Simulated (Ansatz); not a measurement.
Born–Oppenheimer molecular dynamics of BH$_{3}$ (4 atoms, charge 0, multiplicity 1). It starts from a relaxed structure.

Theory: RKS PBE/def2-SVP in Ansatz 0.2.0.

```json
{
  "ensemble": "NVT, Nosé–Hoover chain",
  "time step": "0.25 fs",
  "steps asked": "100",
  "set temperature": "500 K",
  "thermostat": "time constant 100 fs, chain length 3 (defaults)",
  "seed": "747260"
}
```

Frames 1.25 fs apart, positions in Å, forces in eV/Å.

Velocities at 2.5 fs (Å/ps):

```
B 2.34 -3.10 -0.33
H -19.95 11.25 -8.85
H -3.03 10.98 -3.62
H -2.11 11.04 16.05
```

```xyz
4
Properties=species:S:1:pos:R:3:forces:R:3 time_fs=2.5 energy_less_start_eV=0.062 T=261
B 0.006 -0.009 0.001 -0.03 0.37 -0.84
H -0.054 0.030 1.162 0.22 -0.10 1.35
H 1.040 0.030 -0.615 0.20 -0.14 -0.05
H -1.048 0.030 -0.557 -0.39 -0.13 -0.46
4
Properties=species:S:1:pos:R:3:forces:R:3 time_fs=3.8 energy_less_start_eV=0.082 T=183
B 0.009 -0.012 0.000 -0.18 0.52 -0.72
H -0.078 0.044 1.161 0.32 -0.15 1.31
H 1.037 0.043 -0.620 0.24 -0.19 -0.04
H -1.054 0.043 -0.541 -0.37 -0.18 -0.55
4
Properties=species:S:1:pos:R:3:forces:R:3 time_fs=5.0 energy_less_start_eV=0.079 T=194
B 0.011 -0.015 -0.002 -0.45 0.68 -0.20
H -0.096 0.054 1.179 0.42 -0.21 0.72
H 1.039 0.052 -0.625 0.21 -0.23 -0.01
H -1.065 0.053 -0.532 -0.19 -0.23 -0.51
4
Properties=species:S:1:pos:R:3:forces:R:3 time_fs=6.2 energy_less_start_eV=0.082 T=182
B 0.013 -0.017 -0.004 -0.74 0.81 0.38
H -0.108 0.062 1.208 0.52 -0.28 -0.04
H 1.043 0.059 -0.631 0.13 -0.26 0.06
H -1.078 0.060 -0.532 0.09 -0.27 -0.40
4
Properties=species:S:1:pos:R:3:forces:R:3 time_fs=7.5 energy_less_start_eV=0.101 T=111
B 0.014 -0.018 -0.006 -0.94 0.89 0.79
H -0.112 0.066 1.237 0.57 -0.32 -0.66
H 1.049 0.061 -0.636 0.01 -0.28 0.14
H -1.091 0.062 -0.537 0.36 -0.29 -0.26
4
Properties=species:S:1:pos:R:3:forces:R:3 time_fs=8.8 energy_less_start_eV=0.115 T=57
B 0.014 -0.017 -0.007 -0.98 0.89 0.94
H -0.108 0.065 1.256 0.56 -0.32 -1.01
H 1.056 0.059 -0.638 -0.12 -0.28 0.21
H -1.098 0.060 -0.546 0.53 -0.29 -0.14
4
Properties=species:S:1:pos:R:3:forces:R:3 time_fs=10.0 energy_less_start_eV=0.103 T=103
B 0.012 -0.015 -0.006 -0.86 0.81 0.87
H -0.095 0.059 1.260 0.50 -0.29 -1.06
H 1.060 0.053 -0.638 -0.21 -0.25 0.25
H -1.097 0.054 -0.558 0.57 -0.27 -0.06
4
Properties=species:S:1:pos:R:3:forces:R:3 time_fs=11.2 energy_less_start_eV=0.065 T=252
B 0.009 -0.013 -0.004 -0.60 0.66 0.59
H -0.075 0.048 1.249 0.38 -0.23 -0.82
H 1.062 0.044 -0.634 -0.25 -0.21 0.26
H -1.088 0.044 -0.570 0.47 -0.22 -0.03
4
Properties=species:S:1:pos:R:3:forces:R:3 time_fs=12.5 energy_less_start_eV=0.023 T=412
B 0.006 -0.009 -0.002 -0.27 0.45 0.13
H -0.050 0.034 1.225 0.24 -0.15 -0.29
H 1.060 0.031 -0.626 -0.21 -0.15 0.20
H -1.072 0.031 -0.583 0.25 -0.15 -0.05
4
Properties=species:S:1:pos:R:3:forces:R:3 time_fs=13.8 energy_less_start_eV=0.008 T=472
B 0.002 -0.005 0.001 0.06 0.22 -0.43
H -0.021 0.018 1.198 0.09 -0.07 0.42
H 1.054 0.016 -0.615 -0.11 -0.08 0.10
H -1.052 0.015 -0.596 -0.04 -0.07 -0.09
4
Properties=species:S:1:pos:R:3:forces:R:3 time_fs=15.0 energy_less_start_eV=0.024 T=412
B -0.002 0.000 0.004 0.30 0.00 -0.87
H 0.010 0.001 1.177 -0.05 0.00 1.03
H 1.048 0.000 -0.603 0.05 0.00 -0.03
H -1.033 -0.002 -0.611 -0.31 0.00 -0.13
4
Properties=species:S:1:pos:R:3:forces:R:3 time_fs=16.2 energy_less_start_eV=0.044 T=333
B -0.006 0.005 0.005 0.43 -0.21 -0.94
H 0.040 -0.016 1.170 -0.16 0.06 1.22
H 1.042 -0.016 -0.591 0.21 0.08 -0.17
H -1.018 -0.018 -0.628 -0.47 0.07 -0.11
```

Of the whole run (25 fs, mean temperature of the second half 247 K): The conserved energy stayed within 0.05 meV per atom of its start (net change 0.028 meV per atom), so the integration is sound. The mean temperature of the second half is 51 % below the set value. A run of 0.025 ps of so small a system gives no equilibrium averages.

The run took 16 s on 1 thread of Intel(R) Xeon(R) Platinum 8488C (Sapphire Rapids), with other jobs on the host, peak memory 0.088 GiB.
